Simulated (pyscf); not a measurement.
H₃C–Be–CH₃ + H₂S → H₃C–Be–SH + CH₄, a four-centre exchange (singlet surface; Be–C, H–S broken, Be–S, C–H formed). PySCF, gas phase, ωB97X-D3(BJ)/def2-SVP geometries. Correlated levels are frozen-core, on RHF or UHF. ΔMP2 is the change of the MP2 total energy from the triple- to the quadruple-zeta basis. Energies in kcal/mol from the separated reactants.

AM1 to PM7: differences of heats of formation from MOPAC, which are fitted to 298 K values and so differ in kind from electronic energies by zero-point and thermal terms. 

### Question
In single points PM7 puts the saddle at 23.4 kcal/mol and the reaction energy at +3.8 kcal/mol. Should these be trusted to within a few kcal/mol? Compare with CCSD(T)/def2-TZVPP + ΔMP2(QZVPP).

### Answer
CCSD(T)/def2-TZVPP + ΔMP2(QZVPP) gives ΔE‡ = 12.6 kcal/mol and ΔE = -28.2 kcal/mol. PM7 lies 10.8 kcal/mol over it in the barrier and 32.1 kcal/mol over it in the reaction energy, so on this step it does not hold to within 3.0 kcal/mol. CCSD(T)/def2-TZVPP + ΔMP2(QZVPP) has limits of its own. On the reactant side the descent ends in an adduct with a Be–S contact, 6.2 kcal/mol under the separated species and 16.5 kcal/mol under the saddle at ωB97X-D3(BJ)/def2-TZVP. What is counted as formed (Be–S) is already present as a longer contact in the reactant adduct; forming that adduct is a step of its own. At ωB97X-D3(BJ)/def2-TZVP the barrier from the zero used here is 10.3 kcal/mol. This is the saddle that the search found; another between the same sides may lie lower. The CCSD(T) − MP2 part came from Ansatz, without density fitting, on the same reference.
